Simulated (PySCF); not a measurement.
C2H3O2 (doublet state).
Z-matrix (Å and degrees, GFN2-xTB geometry), rows numbered from 1:
```
C 
O   1  1.3348
C   2  1.3422  1  120.28
O   3  1.2019  2  125.63  1     0.01
H   1  1.0702  2  115.55  3  -179.92
H   1  1.0748  2  119.98  3    -0.13
H   3  1.0980  2  108.74  1   179.95
```

The hyperfine couplings belong to this conformer and change with its torsions.

Identity: `[CH2]OC=O` [radical].

Computed with UKS B3LYP, pcH-1 on C H O, non-relativistic, mean-field spin-orbit, GIAO in PySCF. The structure is a single GFN2-xTB conformer in the gas phase; no vibrational or solvent corrections. Couplings are sensitive to structure, and on GFN2-xTB geometries they can be far from those on DFT ones.

Principal values of hyperfine tensors in MHz (contact and dipolar terms together), for some of the nuclei:

```csv
atom,isotope,A1,A2,A3
C1,13C,7.02,9.75,245.39
H6,1H,-102.35,-66.66,-29.06
H7,1H,-13.25,-11.19,-1.55
O2,17O,-34.08,6.92,8.85
C3,13C,-1.10,1.40,12.81
O4,17O,-24.96,5.69,6.75
```

(1) Split each tensor into its isotropic and traceless parts, and turn a_iso into mT with g = 2.0029.

(2) What spin density at the nucleus of C3 lies behind its contact coupling (g_N = 1.40482)?

(3) H5 (1H, g_N = 5.58569) isn't in the table. Its spin density at the nucleus is -0.01475 bohr⁻³. What is its contact coupling?

(4) Which nucleus of the table has the largest anisotropic coupling, and what is its form?

(5) In a single crystal, with the field along each principal axis of the tensor of H7 in turn, what first-order splitting does this nucleus give (isotropic g, quadrupole terms neglected)?

## Answers

(1) a_iso is a third of the trace, T = A − a_iso, and a(mT) = a(MHz)/(g × 13.996).

```csv
atom,a_iso (MHz),a_iso (mT),T1,T2,T3
C1,87.39,3.117,-80.37,-77.64,158.01
H6,-66.02,-2.355,-36.32,-0.64,36.96
H7,-8.66,-0.309,-4.59,-2.53,7.11
O2,-6.10,-0.218,-27.98,13.03,14.96
C3,4.37,0.156,-5.47,-2.97,8.44
O4,-4.17,-0.149,-20.79,9.86,10.92
```

(2) a_FC = (2μ0/3) gₑ μB g_N μN ρ(0)/(2S·h) = 800.24 MHz × g_N × ρ(0)/(2S), with ρ in bohr⁻³. With a_FC = 4.37 MHz and 2S = 1, ρ(0) = 0.003887 bohr⁻³.

(3) By the same relation, a_FC = -65.9 MHz. Its full tensor has the principal values -103.82, -66.11, -27.91 MHz.

(4) C1: -80.4, -77.6, 158.0 MHz, axial, in the ratio −1:−1:+2, the form that spin in one p orbital centred on that nucleus gives.

(5) 2 lines (I = 1/2), spaced by |A_i|/(g × 13.996): 0.47, 0.40, 0.06 mT along the axes of A1, A2 and A3.
